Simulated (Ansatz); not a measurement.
# CH4+ (doublet): from Hartree-Fock to the top rungs, cc-pVDZ

How much of the correlation energy of CH4+ (doublet) does each wave-function method recover here?

Computed with Ansatz 0.2.0, Gaussian basis. Level: cc-pVDZ, core rule «outside noble gas», up to 1 orbitals frozen.

To be run: UHF; CCSD(T) on ROHF; CCSD(T) on UHF; BCCD(T) on ROHF; CISD; CCSDT(Q) on ROHF; CCSDT(Q) on UHF; CISDTQ; CCSDTQ on ROHF; CCSDTQ on UHF; CASSCF and MRCISD+Q, 7 electrons in 8 orbitals; CASSCF and NEVPT4(SD), 7 electrons in 8 orbitals; CASSCF and NEVPT2, 7 electrons in 8 orbitals; Full CI.

3 further runs of the same task are left out: 3 set aside as unsound or not needed.

### Step 1. What is computed

The geometry is a PBE0/def2-TZVP stationary point (not a proven minimum) of the parent state, kept for this charge and spin.

5 atoms, charge 1, spin multiplicity 2.

Atoms are counted from 1 here; the program's logs count them from 0.

Bond lengths: C1–H2 1.090 Å, C1–H3 1.090 Å, C1–H4 1.090 Å, C1–H5 1.090 Å. Angles: H2–C1–H3 109.5°, H2–C1–H4 109.5°, H2–C1–H5 109.5°, H3–C1–H4 109.5°, H3–C1–H5 109.5°, H4–C1–H5 109.5°.

### Step 2. UHF

Input file in.yaml:

```yaml
crystal:
  periodic: [false, false, false]
  atoms:
    - {symbol: C, position_ang: [0.000000, 0.000000, 0.000000]}
    - {symbol: H, position_ang: [0.628037, 0.630011, 0.629222]}
    - {symbol: H, position_ang: [-0.631581, -0.626732, 0.628949]}
    - {symbol: H, position_ang: [-0.626594, 0.628165, -0.632497]}
    - {symbol: H, position_ang: [0.630138, -0.631444, -0.625675]}
basis:
  gaussian: {orbitals: cc-pVDZ}
total_charge: 1
magnetization: {spin_polarized: true, initial_magnetization: 1}
hamiltonian: {xc: hf}
output: {orbitals: {seedname: orbitals}}
```

Launch:

```bash
$ ansatz run in.yaml --threads 1 --pin off --events-out ev --progress --plain --max-ram 3956MiB --backend cpu
```

The runs that follow: CCSD(T) on ROHF; CCSD(T) on UHF; BCCD(T) on ROHF; CISD; CCSDT(Q) on ROHF; CCSDT(Q) on UHF; CISDTQ; CCSDTQ on ROHF; CCSDTQ on UHF; CASSCF and MRCISD+Q, 7 electrons in 8 orbitals; CASSCF and NEVPT4(SD), 7 electrons in 8 orbitals; CASSCF and NEVPT2, 7 electrons in 8 orbitals; Full CI.

Q: Predict the results of all the runs planned. Wanted: FCI below the RHF energy; RMP2 from FCI; UMP2 from FCI; RCCSD from FCI; RCCSD(T) from FCI; UCCSD(T) from FCI; RCCSDT(Q) from FCI; UCCSDT(Q) from FCI; NEVPT2 valence from FCI.

The runs gave:

| quantity | value |
| --- | --- |
| FCI below the RHF energy | -4.3101 eV |
| RMP2 from FCI | +747.3 meV |
| UMP2 from FCI | +759.8 meV |
| RCCSD from FCI | +99.8 meV |
| RCCSD(T) from FCI | +16.8 meV |
| UCCSD(T) from FCI | +17.1 meV |
| RCCSDT(Q) from FCI | +0.3 meV |
| UCCSDT(Q) from FCI | 0.0 meV |
| NEVPT2 valence from FCI | +550.9 meV |
| NEVPT4(SD) valence from FCI | +68.4 meV |
| MRCISD+Q valence from FCI | +15.5 meV |
| levels within 1 kcal/mol (43 meV) | RCCSD(T), UCCSD(T), BCCD(T), RCCSDT, UCCSDT, CISDTQ, RCCSDT(Q), UCCSDT(Q), RCCSDTQ, UCCSDTQ, MRCISD+Q valence |
| T1 diagnostic | 0.016 |
| effectively unpaired electrons | 1.03 |

In words: RCCSD(T) misses by +16.8 meV, 0.4 % of the correlation energy. One determinant dominates. Of the multireference levels listed MRCISD+Q valence comes nearest in total energy (+15.5 meV), which doesn't show that its space is the better one. Coupled cluster took another determinant than the lowest Hartree-Fock one. These misses are within one basis, not against nature; the frozen cores of restricted and unrestricted runs differ, which can shift their rows.
